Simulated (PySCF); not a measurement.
## Telling isomers of C$_{4}$H$_{7}$N apart by NMR

Isolated molecule, one computed conformer, non-relativistic, one averaged value for each set of equivalent atoms. PBE0-D3(BJ)/def2-SVP geometry; NMR shieldings at PBE0/pcSseg-1/GIAO; couplings computed with B3LYP/pcJ-1 (spin–dipole term left out of most H,H and C,H couplings); PySCF.

References, each an isolated molecule treated in the same way: 1H and 13C against TMS. Multiplet labels drop J under 1 Hz and among equivalent protons, and merge close values. Unscaled 3J(H,H) run several per cent high. Vicinal couplings that depend on rotamer populations or ring flexing (ring, CH–CH, X–H and H–F types) are those of the one conformer. Shifts are as computed. Against solution values, carbons near 30 ppm lie about +2 ppm off and those near 130 ppm about +5 ppm. Of 1211 compounds with measured shifts, 218 miss one by over three times the rms of a fit or turn the order of signals round; such compounds aren't used in these exercises. Across acyclic CH2–CH2 and CH–CH2 bonds, 3J(H,H) assumes equally populated rotamers. OH and NH positions are gas-phase values without hydrogen bonding to other molecules.

(1) Tabulate the signals of `C=C[C@H]1CN1`, `CCCC#N` and their relative energies.

(2) What is the quickest way to tell C=C[C@H]1CN1 from CCCC#N?

Answers

(1) 
| SMILES | carbon types | δC | δH | E rel. (kcal/mol) |
| --- | --- | --- | --- | --- |
| C=C[C@H]1CN1 | 2×CH 2×CH2 | 149.0, 113.4, 32.7, 31.4 | 6.59 (ddd, 1H), 5.13 (dd, 1H), 4.85 (dd, 1H), 2.14 (m, 1H), 1.69 (dd, 1H), 1.06 (t, 1H), 0.27 (br s, 1H) | 36.3 |
| CCCC#N | 1×C 2×CH2 1×CH3 | 124.2, 23.6, 20.1, 15.8 | 1.86 (t, 2H), 1.54 (sext, 2H), 0.99 (t, 3H) | 0.0 |

Energies are electronic energies at PBE0/pcSseg-1 on these geometries, without zero-point or thermal terms, each for the one conformer computed, which needn't be the lowest.

(2) Both give the same number of carbon signals, but DEPT or the intensities differ. The first has an alkene CH at 149.0 ppm, the second a nitrile carbon (C) at 124.2 ppm. In the proton spectra the most deshielded non-exchanging signals are 6.59 (ddd, J = 18.6, 11.9, 4.0 Hz, 1H) and 1.86 (t, J = 8.2 Hz, 2H).
